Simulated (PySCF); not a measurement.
# Indirect couplings

Geometry:
```csv
atom,x (Å),y (Å),z (Å)
N1,-2.287,1.547,0.678
C2,-1.680,0.706,0.169
C3,-0.920,-0.363,-0.479
O4,0.194,0.164,-1.179
C5,1.399,-0.017,-0.611
O6,1.604,-0.596,0.411
H7,-1.562,-0.873,-1.211
H8,-0.585,-1.085,0.283
H9,2.167,0.454,-1.256
```

Indirect spin–spin couplings were computed at B3LYP/pcJ-1 (PySCF) on a PBE0-D3(BJ)/def2-SVP structure, for the isolated molecule, without vibrational or relativistic corrections. Couplings are averaged over pairs made equivalent by symmetry, fast rotation or ring inversion, so a value needn't be that of the named pair in this geometry, while other rotamers aren't included; one pair stands for each set, and the list holds those of at least 1.5 Hz over up to four bonds.

Isotopes: 13C, 1H, 17O, 15N. Couplings to quadrupolar nuclei such as 17O and 33S are rarely resolved in practice.

```csv
pair,bonds,J (Hz)
"N1, C2",1,-18.4
"C2, C3",1,76.9
"C3, O4",1,?
"C3, H7",1,160.3
"O4, C5",1,43.0
"C5, O6",1,27.2
"C5, H9",1,243.4
"N1, C3",2,3.2
"C2, O4",2,?
"C2, H7",2,-7.5
"C3, C5",2,-2.8
"O4, O6",2,?
"O4, H7",2,-7.1
"O4, H9",2,-49.2
"O6, H9",2,-9.7
"H7, H8",2,-17.6
"N1, H7",3,?
"C3, O6",3,?
"C3, H9",3,?
"C5, H7",3,5.8
```

Q: Estimate the withheld couplings, with signs.

A: 
- 1J(C3,O4) = 19.3 Hz (bond length 1.417 Å)
- 2J(C2,O4) = -3.7 Hz (angle at C3 111°)
- 2J(O4,O6) = -7.2 Hz (angle at C5 126°)
- 3J(N1,H7) = -1.7 Hz
- 3J(C3,O6) = -2.8 Hz (dihedral angle 1°)
- 3J(C3,H9) = 6.0 Hz (dihedral angle 179°)
